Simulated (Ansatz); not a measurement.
For 1T (CdI2-type) SnS₂, revPBE in Ansatz (plane waves, PAW) gives:

lattice constant a: 3.729 Å
lattice parameter c: 8.412 Å
cohesive energy: 3.17 eV/atom
band gap: 1.61 eV

### Question
What does HSE06-D3(BJ) (PAW; Ansatz, an electronic-structure program) give for the same quantities?

### Answer

- lattice constant a: 3.623 Å (decreases by 2.8 %)
- lattice parameter c: 5.741 Å (decreases by 32 %)
- cohesive energy: 3.77 eV/atom (increases by 0.60 eV/atom)
- band gap: 2.25 eV (grows by 0.64 eV)

For comparison: lattice constant a 3.646 Å (measured, room temperature, no zero-point or thermal correction, our sources range from 3.640 to 3.650; as tabulated in Lima et al. (2018), arXiv:1803.05430); lattice parameter c 5.893 Å (measured, room temperature, no zero-point or thermal correction; as tabulated in Lima et al. (2018), arXiv:1803.05430); band gap 2.18 eV (measured, temperature not stated, no zero-point or thermal correction, indirect; as tabulated in Gonzalez and Oleynik (2016), arXiv:1609.04381).

Changes are worked out from the printed values.

Unless a cell is named, each level is at its own relaxed cell (revPBE 33.77, HSE06-D3(BJ) 21.76 Å³/atom).

Levels without +SOC leave out spin–orbit coupling, which shifts energies and cells of such heavy elements.

Levels without +SOC have no spin–orbit coupling; where heavier elements are present it shifts gaps, mostly down, and can invert bands. Density-functional gaps are differences of (generalised) Kohn–Sham levels.

Caveats: for a layered or molecular solid the relaxed cell lies over 5 % above the published volume, where the minimum can be shallow (revPBE); the cell comes from a level without a dispersion term, which matters for the spacing of layers, chains or molecules (revPBE). Ansatz's density-functional and Hartree–Fock values are scalar-relativistic unless marked +SOC, with PAW data made under PBE.
